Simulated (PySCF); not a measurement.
TDDFT excited states: C4H7F

C4H7F.
Z-matrix (Å and degrees, PBE0-D3(BJ)/def2-SVP geometry), rows numbered from 1:
```
C 
C   1  1.4914
C   2  1.3340  1  127.04
C   3  1.4850  2  130.08  1    -0.43
F   3  1.3458  2  118.43  1   179.70
H   1  1.1029  2  111.13  3   120.00
H   1  1.0989  2  112.79  3    -0.89
H   1  1.1027  2  111.02  3  -121.67
H   2  1.0951  1  117.55  3   179.72
H   4  1.1019  3  110.14  2  -120.27
H   4  1.1018  3  110.11  2   121.85
H   4  1.0962  3  112.00  2     0.77
```

Method: PySCF, TDDFT CAM-B3LYP/def2-SVPD, vertical, gas phase, core orbitals frozen in the response.

Q: List the vertical singlet excitations with oscillator strengths and describe the spectrum.

A: 

```json
{"state": "S1", "E (eV)": "6.63", "E (kJ/mol)": "640", "λ (nm)": "186.9", "f": "0.0003", "symmetry": "–", "main configurations (H = HOMO, L = LUMO)": "H→L (92%)"}
{"state": "S2", "E (eV)": "7.25", "E (kJ/mol)": "699", "λ (nm)": "171.1", "f": "0.467", "symmetry": "A′", "main configurations (H = HOMO, L = LUMO)": "H→L+1 (96%)"}
{"state": "S3", "E (eV)": "7.37", "E (kJ/mol)": "711", "λ (nm)": "168.3", "f": "0.0002", "symmetry": "–", "main configurations (H = HOMO, L = LUMO)": "H→L+2 (71%), H→L+4 (17%), H→L+3 (8%)"}
{"state": "S4", "E (eV)": "7.60", "E (kJ/mol)": "734", "λ (nm)": "163.1", "f": "0.016", "symmetry": "A″", "main configurations (H = HOMO, L = LUMO)": "H→L+3 (83%), H→L+2 (10%)"}
{"state": "S5", "E (eV)": "8.19", "E (kJ/mol)": "791", "λ (nm)": "151.3", "f": "0.0080", "symmetry": "A″", "main configurations (H = HOMO, L = LUMO)": "H→L+4 (69%), H→L+2 (18%)"}
{"state": "S6", "E (eV)": "8.73", "E (kJ/mol)": "843", "λ (nm)": "141.9", "f": "0.0021", "symmetry": "A″", "main configurations (H = HOMO, L = LUMO)": "H→L+5 (88%)"}
{"state": "S7", "E (eV)": "8.96", "E (kJ/mol)": "864", "λ (nm)": "138.4", "f": "0.0001", "symmetry": "–", "main configurations (H = HOMO, L = LUMO)": "H-1→L+1 (91%)"}
{"state": "S8", "E (eV)": "8.99", "E (kJ/mol)": "867", "λ (nm)": "138.0", "f": "0.060", "symmetry": "A′", "main configurations (H = HOMO, L = LUMO)": "H→L+6 (92%)"}
{"state": "S9", "E (eV)": "9.21", "E (kJ/mol)": "889", "λ (nm)": "134.6", "f": "0.0069", "symmetry": "A′", "main configurations (H = HOMO, L = LUMO)": "H→L+7 (68%), H→L+9 (25%)"}
{"state": "S10", "E (eV)": "9.42", "E (kJ/mol)": "908", "λ (nm)": "131.7", "f": "0.033", "symmetry": "A″", "main configurations (H = HOMO, L = LUMO)": "H→L+8 (83%)"}
```

Triplets, Tamm–Dancoff:

| state | E (eV) | λ (nm) | main configurations (H = HOMO, L = LUMO) |
| --- | --- | --- | --- |
| T1 | 4.31 | 287.8 | H→L+1 (93%) |
| T2 | 6.51 | 190.4 | H→L (90%) |
| T3 | 7.19 | 172.6 | H→L+2 (64%), H→L+4 (22%) |
| T4 | 7.52 | 164.9 | H→L+3 (84%) |

The lowest singlet lies at 6.63 eV (187 nm, vacuum ultraviolet) and is dark (f under 0.0005); its leading configuration is HOMO→LUMO (92%). The most intense listed level is S2 at 7.25 eV (171 nm, f = 0.467), 0.61 eV above S1. Löwdin shares by element: HOMO carbon 72% or more, fluorine 12% (atoms not listed hold the other 16%); LUMO carbon 50% or more, hydrogen 9% or more (atoms not listed hold the other 42%). The oscillator strengths of these states sum to 0.594; summed over the whole spectrum of an exact calculation they would give the number of electrons, 40 (Thomas–Reiche–Kuhn). Weighted by f, the mean energy of these states is 7.59 eV. The listed states span 2.78 eV, and the widest gap between neighbours is 0.61 eV (S1 to S2). No computed singlet lies in the visible range (380 to 750 nm); the lowest, at 187 nm, stands 3.37 eV above its violet end (3.26 eV). From S9 up the states lie above the vertical ionisation energy of 9.18 eV (ΔSCF), that is within the continuum, which a finite basis only mimics. Symmetry labels in Cs follow from the direction of the transition dipole and are given only for states with f of 0.002 or more. Only the lowest 10 singlets were computed, as vertical energies without vibronic structure.

The run took 53 s on an x86-64 server with one thread (shared host).
